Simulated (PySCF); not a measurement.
Structure elucidation problem

An unknown has the formula C$_{5}$H$_{10}$O. Its calculated NMR data are:

¹H NMR (300 MHz, computed): δ 4.21 (q, 1H), 3.57 (s, 3H), 1.98 (s, 3H), 1.71 (d, 3H).

¹³C{¹H} NMR (computed): δ 161.3 (C), 93.6 (CH), 55.2 (CH3), 20.1 (CH3), 15.1 (CH3).

Computed data (PySCF): GFN2-xTB geometry, PBE0/pcSseg-1 with gauge-including orbitals. Single conformer, no solvent, fast rotation and ring inversion assumed for equivalent nuclei, non-relativistic Hamiltonian.

Referencing at the same level of theory: TMS for ¹H (31.72 ppm) and ¹³C (186.93 ppm).

What is the structure?

Results:


1. Rings plus π bonds: 1 (no ring in the answer).
2. 5 carbon signals for 5 carbons: no two carbons are equivalent.
3. Carbon types of the structure: 1 × C, 1 × CH, 3 × CH3, which accounts for all hydrogens.
4. δC 161.3: alkene carbon bearing oxygen; an sp2 carbon further deshielded by the attached heteroatom.
5. δC 93.6: β carbon of an enol-ether or enamine type C=C; the O or N lone pair pushes π density onto this β carbon and shields it.
6. δC 55.2: methyl carbon bonded to O; deshielded by the electronegative neighbour.
7. δC 20.1, 15.1: allylic methyl carbon; a saturated carbon with 1 carbon neighbour and no heteroatom attached.
8. δH 4.21: hydrogen on a β carbon of an enol-ether or enamine type C=C; lone-pair donation from O or N shields it, upfield of ordinary alkene protons.
9. δH 3.57: hydrogen on a methyl carbon bonded to O; its carbon carries O, hence the downfield position.
10. δH 1.98, 1.71: hydrogen on an allylic methyl carbon; allylic position.

Structure: trans-2-methoxy-2-butene (SMILES C/C=C(\C)OC).

This is the structure that produced the data.

Shifts are as computed. Against solution values, carbons near 30 ppm lie about +3 ppm off and those near 130 ppm about +5 ppm. Of 1211 compounds with measured shifts, 218 miss one by over three times the rms of a fit or turn the order of signals round; such compounds aren't used in these exercises. No couplings were computed; multiplicities are counted from neighbouring protons, with m where these are inequivalent, close in shift, in a saturated or five-membered ring or joined by F or P, and br s for small geminal =CH2 splittings.
